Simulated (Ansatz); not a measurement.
Dissociation curve of SMILES C#N, singlet. The C1–N3 bond (C1 also carries H; N3 carries nothing else) is pulled apart rigidly from the PBE0/def2-TZVP optimised geometry.

Calculation: restricted PBE/cc-pVDZ run with Ansatz (a program for electronic structure).

The batch members p0 to p7 hold the bond at 0.86, 0.91, 0.97, 1.02, 1.07, 1.12, 1.15, 1.19 Å.

Ansatz input:

Ansatz 0.2 input:
```yaml
# input.yaml
basis:
  gaussian: { orbitals: cc-pvdz }
hamiltonian:
  xc: pbe
batch:
  members: [p0.yaml, p1.yaml, p2.yaml, p3.yaml, p4.yaml, p5.yaml, p6.yaml, p7.yaml]

# p4.yaml, one of the 8 members of this batch
crystal:
  periodic: [false, false, false]
  atoms:
    - { symbol: C, position_ang: [0.0, 0.0, 0.0] }
    - { symbol: H, position_ang: [-0.00000103, 0.00000166, -1.06867598] }
    - { symbol: N, position_ang: [0.0, 0.0, 1.07] }
total_charge: 0
magnetization:
  spin_polarized: false
```

Lines of the output on each member:

```
Member 0: Total energy: -2527.57942220 eV, -92.8868305111 hartree
Member 1: Total energy: -2532.03169219 eV, -93.0504484152 hartree
Member 2: Total energy: -2535.57056693 eV, -93.1804996631 hartree
Member 3: Total energy: -2537.41347627 eV, -93.2482253324 hartree
Member 4: Total energy: -2538.52091590 eV, -93.2889229881 hartree
Member 5: Total energy: -2539.08228020 eV, -93.3095527455 hartree
Member 6: Total energy: -2539.21841459 eV, -93.3145555922 hartree
Member 7: Total energy: -2539.21811170 eV, -93.3145444611 hartree
```

The restricted form behind RKS-PBE keeps the bonding electrons paired and can't separate into open-shell fragments.
